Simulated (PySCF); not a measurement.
## BP: energy against distance

Set-up: basis B def2-TZVP, P def2-TZVP; no relativity; PySCF 2.14. Energies in eV from B + P in their ground configurations at the same level. State: ³Π (triplet), unpaired electrons σ ↑, π ↑.

All columns are PBE0. A positive dipole means B(−)P(+).

```tsv
R (Å)	E (eV)	μ (D)	Mulliken charge on B (basis-dependent)	HOMO (eV)	LUMO (eV)	Mayer bond order	⟨S²⟩
1.497	-2.386	0.06	-0.07	-7.64	-5.03	2.47	2.01
1.567	-3.078	-0.03	-0.03	-7.43	-4.87	2.43	2.01
1.637	-3.462	-0.11	0.00	-7.25	-4.72	2.39	2.01
1.689	-3.597	-0.18	0.02	-7.13	-4.62	2.36	2.01
1.741	-3.632	-0.24	0.03	-7.01	-4.53	2.33	2.01
1.793	-3.590	-0.29	0.04	-6.91	-4.44	2.30	2.01
1.863	-3.444	-0.37	0.04	-6.77	-4.33	2.25	2.01
1.950	-3.167	-0.46	0.05	-6.62	-4.21	2.17	2.01
2.054	-2.760	-0.56	0.06	-6.45	-4.07	2.05	2.01
2.194	-2.186	-0.69	0.07	-6.20	-4.08	1.86	2.02
```

A fit through these points gives, at Re = 1.736 Å, μ = -0.23 D and dμ/dR = -1.14 D/Å; the reduced mass is 8.122 u.

**Question.** How strong is the fundamental in the double-harmonic approximation, I = 42.26·(dμ/dR)²/μred km/mol?

**Answer.** I = 42.26·(-1.14)²/8.122 = 6.76 km/mol at PBE0.

The state is the lowest determinant that a PBE0 search found; another state may lie lower at other levels.
